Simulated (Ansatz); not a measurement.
# Al₂NH₅ (SMILES [AlH2][NH][AlH2]): one structure at several levels

The task here is to estimate one member of a computed series from the others.

Program: Ansatz 0.2.0, Gaussian basis. Level of theory: single points in def2-TZVPP. These are calculated values, not measurements.

Correlated methods freeze the cores.

### The system as given

SMILES `[AlH2][NH][AlH2]`, 8 atoms, charge 0, spin multiplicity 1.

Atoms are counted from 1 here; the program's logs count them from 0.

Bond lengths: Al1–N2 1.810 Å, Al1–H4 1.613 Å, Al1–H5 1.364 Å, N2–Al3 1.904 Å, N2–H6 1.016 Å, Al3–H7 1.454 Å, Al3–H8 1.693 Å. Angles: N2–Al1–H4 123.1°, N2–Al1–H5 115.0°, H4–Al1–H5 121.9°, Al1–N2–Al3 150.7°, Al1–N2–H6 105.5°, Al3–N2–H6 103.8°, N2–Al3–H7 121.0°, N2–Al3–H8 116.5°, H7–Al3–H8 122.2°.

Coordinates:

```csv
atom,x (Å),y (Å),z (Å)
Al1,-1.1103,1.1675,-0.7218
N2,0.1689,0.2719,0.1931
Al3,1.1206,-1.3323,0.5772
H4,-2.2679,0.4296,-1.5690
H5,-1.0166,2.5273,-0.6628
H6,0.6437,0.9746,0.7526
H7,2.2994,-1.7051,-0.1882
H8,0.4213,-2.3694,1.7183
```

Set-up of the first run:

run/in.yaml reads:

```yaml
crystal:
  periodic: [false, false, false]
  atoms:
    - {symbol: Al, position_ang: [-1.110300, 1.167500, -0.721800]}
    - {symbol: N, position_ang: [0.168900, 0.271900, 0.193100]}
    - {symbol: Al, position_ang: [1.120600, -1.332300, 0.577200]}
    - {symbol: H, position_ang: [-2.267900, 0.429600, -1.569000]}
    - {symbol: H, position_ang: [-1.016600, 2.527300, -0.662800]}
    - {symbol: H, position_ang: [0.643700, 0.974600, 0.752600]}
    - {symbol: H, position_ang: [2.299400, -1.705100, -0.188200]}
    - {symbol: H, position_ang: [0.421300, -2.369400, 1.718300]}
basis:
  gaussian: {orbitals: def2-TZVPP}
correlation: {method: ccsd_t}
output: {forces: true}
```

No record of the launch command was kept for these runs.

Steps of the session up to this table: CCSD(T)/def2-TZVPP; PBE0-D4/def2-TZVPP; wB97M-V/def2-TZVPP; r2SCAN-D4/def2-TZVPP; PBE-D4/def2-TZVPP; CAM-B3LYP-D4/def2-TZVPP; B97M-V/def2-TZVPP.

One of the session's tables, all rows but one given; the rest of the session is left out.

| method | RMS force component (eV/Å) | angle to CCSD(T) forces (°) | dipole (D) |
| --- | --- | --- | --- |
| CCSD(T) | 1.710 | reference | 1.46 |
| PBE0-D4 | 1.726 | 1.9 | 1.45 |
| wB97M-V | 1.678 | 1.6 | 1.49 |
| r2SCAN-D4 | 1.715 | 1.3 | 1.49 |
| PBE-D4 | 1.706 | 3.2 | 1.47 |
| CAM-B3LYP-D4 | 1.698 | 2.5 | 1.47 |
| B97M-V | ? | ? | ? |

Q: Estimate the row for B97M-V from the others.

As computed: RMS force component (eV/Å): 1.673; angle to CCSD(T) forces (°): 3.1; dipole (D): 1.60. In the column «RMS force component (eV/Å)» it is the lowest.
